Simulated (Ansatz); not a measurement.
**S₂F₂: small, medium and large basis sets**

One table from this session's results is given with a row withheld; the runs are named, their logs left out.

Computed with Ansatz 0.2.0, Gaussian basis. Level: one geometry, several basis sets.

Plan: PBE0-D4/def2-SVP; ωB97M-V/def2-SVP; PBE0-D4/def2-QZVPP; ωB97M-V/def2-QZVPP; the functionals' def2-TZVPP values are taken from earlier runs.

**Structure used throughout**

The geometry comes from an earlier relaxation with PBE0-D4 in a triple-zeta def2 set; it is a stationary point.

SMILES `FS(F)=S`, 4 atoms, charge 0, spin multiplicity 1.

Atoms are counted from 1 here; the program's logs count them from 0.

Bond lengths: F1–S2 1.606 Å, S2–F3 1.606 Å, S2–S4 1.859 Å. Angles: F1–S2–F3 92.0°, F1–S2–S4 107.9°, F3–S2–S4 107.9°.

Set-up of the first run:

in.yaml reads:

```yaml
crystal:
  periodic: [false, false, false]
  atoms:
    - {symbol: F, position_ang: [0.735138, 0.336374, 1.198850]}
    - {symbol: S, position_ang: [-0.481009, -0.090007, 0.240681]}
    - {symbol: F, position_ang: [0.313809, -1.382255, -0.285877]}
    - {symbol: S, position_ang: [-0.567950, 1.135877, -1.153655]}
basis:
  gaussian: {orbitals: def2-SVP}
hamiltonian: {xc: pbe0, dispersion: d4}
output: {orbitals: {seedname: orbitals}}
```

Command:

```sh
$ ansatz run in.yaml --threads 4 --pin off --events-out ev --progress --plain --max-ram 10444MiB
```

Steps of the session up to this table: PBE0-D4 in def2-SVP; ωB97M-V in def2-SVP; PBE0-D4 in def2-QZVPP; ωB97M-V in def2-QZVPP.

One table of the session follows, with a row left open; its other results are not shown here.

It belongs to the step «Density functionals: the series». 

| functional | basis | HOMO (eV) | LUMO (eV) |
| --- | --- | --- | --- |
| PBE0-D4 | def2-SVP | ? | ? |
| PBE0-D4 | def2-TZVPP | -8.12 | -2.16 |
| PBE0-D4 | def2-QZVPP | -8.18 | -2.23 |
| ωB97M-V | def2-SVP | -10.07 | 0.31 |
| ωB97M-V | def2-TZVPP | -10.22 | 0.05 |
| ωB97M-V | def2-QZVPP | -10.30 | -0.06 |

Q: Estimate the row for PBE0-D4, def2-SVP from the others.

The run gave: HOMO (eV): -8.02; LUMO (eV): -1.99. In the column «HOMO (eV)» it is the highest.
